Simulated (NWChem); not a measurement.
System: N, quartet

The following NWChem deck was run.

```
start job
memory heap 200 mb stack 900 mb global 1100 mb
geometry units angstroms noautoz
  N      0.000000     0.000000     0.000000
end
basis spherical
  N library def2-qzvp
end
dft
  odft
  mult 4
  xc xpbe96 cpbe96
  iterations 150
  mulliken
end
task dft gradient
```

Excerpt of the output:

```
             Northwest Computational Chemistry Package (NWChem) 7.3.0
             --------------------------------------------------------

                             Geometry "geometry" -> ""
                             -------------------------

 Output coordinates in angstroms (scale by  1.889725989 to convert to a.u.)

  No.       Tag          Charge          X              Y              Z
 ---- ---------------- ---------- -------------- -------------- --------------
    1 N                    7.0000     0.00000000     0.00000000     0.00000000

 Effective nuclear repulsion energy (a.u.)       0.0000000000

  pbe96 is a nonlocal functional; adding pw91lda local functional.

                                 NWChem DFT Module
                                 -----------------

 Summary of "ao basis" -> "ao basis" (spherical)
 ------------------------------------------------------------------------------
       Tag                 Description            Shells   Functions and Types
 ---------------- ------------------------------  ------  ---------------------
 N                         def2-qzvp                17       57   7s4p3d2f1g

            General Information
            -------------------
          SCF calculation type: DFT
          Wavefunction type:  spin polarized.
          No. of atoms     :     1
          No. of electrons :     7
           Alpha electrons :     5
            Beta electrons :     2
          Charge           :     0
          Spin multiplicity:     4
          Use of symmetry is: off; symmetry adaption is: off
          Maximum number of iterations: 150
          AO basis - number of functions:    57
                     number of shells:    17
          Convergence on energy requested:  1.00D-06
          Convergence on density requested:  1.00D-05
          Convergence on gradient requested:  5.00D-04

              XC Information
              --------------
          PerdewBurkeErnzerhof Exchange Functional  1.000
            Perdew 1991 LDA Correlation Functional  1.000 local
           PerdewBurkeErnz. Correlation Functional  1.000 non-local

             Grid Information
             ----------------
          Grid used for XC integration:  medium
          Radial quadrature: Mura-Knowles
          Angular quadrature: Lebedev.
          Tag              B.-S. Rad. Rad. Pts. Rad. Cut. Ang. Pts.
          ---              ---------- --------- --------- ---------
          N                   0.65       49           5.0       434
          Grid pruning is: on
          Number of quadrature shells:    49
          Spatial weights used:  Erf1

      Superposition of Atomic Density Guess
      -------------------------------------

 Sum of atomic energies:         -54.31327673

      Non-variational initial energy
      ------------------------------

 Total energy =     -53.830118
 1-e energy   =     -73.831205
 2-e energy   =      20.001087
 HOMO         =      -0.204733
 LUMO         =      -0.204733

     ---------------------------------------------
      Total Density - Mulliken Population Analysis
     ---------------------------------------------

    Atom       Charge   Shell Charges
 -----------   ------   -------------------------------------------------------
    1 N    7     7.00   1.06  0.00  0.69  0.21  0.50  1.10  0.44  0.63  0.89  0.91  0.57  0.00 -0.00  0.00 -0.00  0.00 -0.00

     --------------------------------------------
      Spin Density - Mulliken Population Analysis
     --------------------------------------------

    Atom       Charge   Shell Charges
 -----------   ------   -------------------------------------------------------
    1 N    7     3.00   0.00  0.00  0.00  0.00  0.00  0.00 -0.00  0.63  0.89  0.91  0.57  0.00 -0.00  0.00 -0.00  0.00  0.00

   convergence    iter        energy       DeltaE   RMS-Dens  Diis-err
 ---------------- ----- ----------------- --------- --------- ---------
 d= 0,ls=0.0,diis     1    -54.4896525394 -5.45D+01  5.48D-03  2.52D-01
                                                     1.04D-03  1.21D-01
 d= 0,ls=0.0,diis     2    -54.5092706346 -1.96D-02  2.91D-03  8.73D-02
                                                     2.06D-03  2.94D-02
 d= 0,ls=0.0,diis     3    -54.5331735197 -2.39D-02  6.76D-04  7.63D-03
                                                     3.28D-04  1.95D-03
 d= 0,ls=0.0,diis     4    -54.5352472458 -2.07D-03  7.99D-06  4.37D-07
                                                     1.25D-05  6.59D-07
 d= 0,ls=0.0,diis     5    -54.5352474790 -2.33D-07  7.46D-07  3.08D-09
                                                     1.60D-06  8.91D-09

         Total DFT energy =      -54.535247478997
      One electron energy =      -73.905918047725
           Coulomb energy =       26.079516662627
    Exchange-Corr. energy =       -6.708846093899
 Nuclear repulsion energy =        0.000000000000

 Numeric. integr. density =        6.999999909134

                    DFT Final Alpha Molecular Orbital Analysis
                    ------------------------------------------

 Vector    3  Occ=1.000000D+00  E=-3.042330D-01
              MO Center= -3.6D-14,  1.0D-13, -3.3D-14, r^2= 7.5D-01
   Bfn.  Coefficient  Atom+Function         Bfn.  Coefficient  Atom+Function
  ----- ------------  ---------------      ----- ------------  ---------------
     9      0.328073  1 N  py                12     -0.327390  1 N  py
    15     -0.297524  1 N  py                18     -0.152498  1 N  py
     8     -0.115843  1 N  px                11      0.115602  1 N  px
    10     -0.105351  1 N  pz                13      0.105132  1 N  pz
    14      0.105056  1 N  px                16      0.095542  1 N  pz

 Vector    4  Occ=1.000000D+00  E=-3.042330D-01
              MO Center=  3.5D-15, -2.0D-14,  6.4D-15, r^2= 7.5D-01
   Bfn.  Coefficient  Atom+Function         Bfn.  Coefficient  Atom+Function
  ----- ------------  ---------------      ----- ------------  ---------------
     8      0.290501  1 N  px                11     -0.289896  1 N  px
    14     -0.263451  1 N  px                10      0.156280  1 N  pz
    13     -0.155954  1 N  pz                 9      0.152761  1 N  py
    12     -0.152443  1 N  py                16     -0.141728  1 N  pz
    15     -0.138537  1 N  py                17     -0.135034  1 N  px

 Vector    5  Occ=1.000000D+00  E=-3.042330D-01
              MO Center= -2.6D-15, -2.2D-14,  2.4D-14, r^2= 7.5D-01
   Bfn.  Coefficient  Atom+Function         Bfn.  Coefficient  Atom+Function
  ----- ------------  ---------------      ----- ------------  ---------------
    10      0.310851  1 N  pz                13     -0.310203  1 N  pz
    16     -0.281905  1 N  pz                 8     -0.185310  1 N  px
    11      0.184924  1 N  px                14      0.168055  1 N  px
    19     -0.144492  1 N  pz                17      0.086138  1 N  px
     9      0.034388  1 N  py                12     -0.034316  1 N  py

 Vector    6  Occ=0.000000D+00  E= 1.721681D-01
              MO Center=  7.2D-15,  5.6D-15,  1.5D-14, r^2= 4.1D+00
   Bfn.  Coefficient  Atom+Function         Bfn.  Coefficient  Atom+Function
  ----- ------------  ---------------      ----- ------------  ---------------
    17      1.034225  1 N  px                19      0.722737  1 N  pz
    18      0.596011  1 N  py                14     -0.552502  1 N  px
    16     -0.386099  1 N  pz                15     -0.318400  1 N  py
     8      0.160787  1 N  px                10      0.112361  1 N  pz
     9      0.092660  1 N  py                11     -0.038701  1 N  px

 Vector    7  Occ=0.000000D+00  E= 1.721681D-01
              MO Center=  8.4D-15,  5.3D-16,  9.4D-15, r^2= 4.1D+00
   Bfn.  Coefficient  Atom+Function         Bfn.  Coefficient  Atom+Function
  ----- ------------  ---------------      ----- ------------  ---------------
    19      1.123577  1 N  pz                17     -0.824669  1 N  px
    16     -0.600235  1 N  pz                14      0.440553  1 N  px
    10      0.174678  1 N  pz                 8     -0.128208  1 N  px
    18      0.068526  1 N  py                13     -0.042045  1 N  pz
    15     -0.036608  1 N  py                11      0.030859  1 N  px

 Vector    8  Occ=0.000000D+00  E= 1.721681D-01
              MO Center=  1.7D-13, -5.2D-13,  1.8D-13, r^2= 4.1D+00
   Bfn.  Coefficient  Atom+Function         Bfn.  Coefficient  Atom+Function
  ----- ------------  ---------------      ----- ------------  ---------------
    18      1.259871  1 N  py                15     -0.673046  1 N  py
    17     -0.444409  1 N  px                19     -0.403021  1 N  pz
    14      0.237411  1 N  px                16      0.215301  1 N  pz
     9      0.195868  1 N  py                 8     -0.069091  1 N  px
    10     -0.062656  1 N  pz                12     -0.047145  1 N  py

                     DFT Final Beta Molecular Orbital Analysis
                     -----------------------------------------

 Vector    1  Occ=1.000000D+00  E=-1.405331D+01
              MO Center=  9.0D-17, -2.5D-16,  7.3D-17, r^2= 2.0D-02
   Bfn.  Coefficient  Atom+Function         Bfn.  Coefficient  Atom+Function
  ----- ------------  ---------------      ----- ------------  ---------------
     1      0.559301  1 N  s                  3      0.360088  1 N  s
     4      0.179326  1 N  s

[...]

                         DFT ENERGY GRADIENTS

    atom               coordinates                        gradient
                 x          y          z           x          y          z
   1 N       0.000000   0.000000   0.000000   -0.000000  -0.000000   0.000000
```

Level: PBE/def2-QZVP, spin-unrestricted. No stability test was run on the SCF state.
